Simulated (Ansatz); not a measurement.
# C, pressure series

Consider C in the diamond structure (space group Fd-3m, No. 227; a = 3.5716 Å).

Cell and atoms are relaxed at each pressure.

Computed with PBE/PAW in Ansatz (a quantum-chemistry and plane-wave program), without spin-orbit coupling.

| pressure (GPa) | volume per atom (Å³/atom) |
|---|---|
| -2 | 5.722 |
| -1 | 5.708 |
| 0 | 5.695 |
| 0.9 | 5.683 |
| 2.1 | 5.668 |
| 4.5 | 5.637 |
| 15 | 5.512 |
| 22.5 | ? |
| 30 | 5.353 |

Fit the third-order Birch–Murnaghan form P(V) = (3B₀/2)[(V₀/V)^(7/3) − (V₀/V)^(5/3)]·[1 + (3/4)(B₀′ − 4)((V₀/V)^(2/3) − 1)] (squares taken in P) to the rows shown and predict the withheld row.

Least squares on the printed values gives V₀ = 5.695 Å³/atom, B₀ = 432 GPa, B₀′ = 3.7; this predicts 5.430 Å³/atom, and the run gives 5.430 Å³/atom, in agreement.

Measured bulk modulus of C: 454.7 GPa (static lattice; corrected from measurement; as listed in Daniel Mejia-Rodriguez, S. B. Trickey, Phys. Rev. B (2018)); the computed value is 5 % below it.

Load acts through the strain it causes; cell and atoms are relaxed under it. No phonon test of stability was made. Competing high-pressure phases were not computed.
